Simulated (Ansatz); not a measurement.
`C=CCC#CC`, relaxed with RKS PBE-D4/def2-SVP in Ansatz 0.2.0 from a rough embedded geometry. The force threshold is 0.03 eV/Å; the program also tests the step.

Total charge 0; spin multiplicity 1.

Start:

```xyz
14

C    -1.605    1.058    2.167
C    -1.123    0.018    1.453
C    -1.274   -0.118   -0.035
C    -0.019   -0.329   -0.701
C     1.083   -0.361   -1.222
C     2.412   -0.499   -1.859
H    -2.053    1.892    1.677
H    -1.396    1.088    3.207
H    -0.615   -0.832    2.008
H    -1.840    0.690   -0.438
H    -1.884   -1.046   -0.202
H     3.197   -0.509   -1.101
H     2.519   -1.397   -2.428
H     2.596    0.345   -2.525
```

Question: How much energy does the relaxation release, and in how many steps? (Estimate.)

Answer: Computed: 0.24 eV, in 6 steps, 1 of them rejected.

Question: Which bonds change most? (Best estimate.)

Answer: Ansatz gave: C3–H10 from 1.065 to 1.112 Å; C6–H13 from 1.069 to 1.111 Å; C1–H8 from 1.062 to 1.101 Å; C1–H7 from 1.066 to 1.103 Å.

Question: Give the relaxed structure. (Best estimate.)

Answer: Ansatz gave: 
```xyz
14

C    -1.632    1.041    2.200
C    -1.121    0.027    1.485
C    -1.254   -0.123   -0.015
C     0.036   -0.263   -0.694
C     1.129   -0.383   -1.234
C     2.425   -0.522   -1.884
H    -2.194    1.860    1.719
H    -1.510    1.093    3.293
H    -0.551   -0.772    1.994
H    -1.816    0.742   -0.430
H    -1.877   -1.022   -0.237
H     3.253   -0.527   -1.143
H     2.494   -1.466   -2.464
H     2.619    0.315   -2.588
```
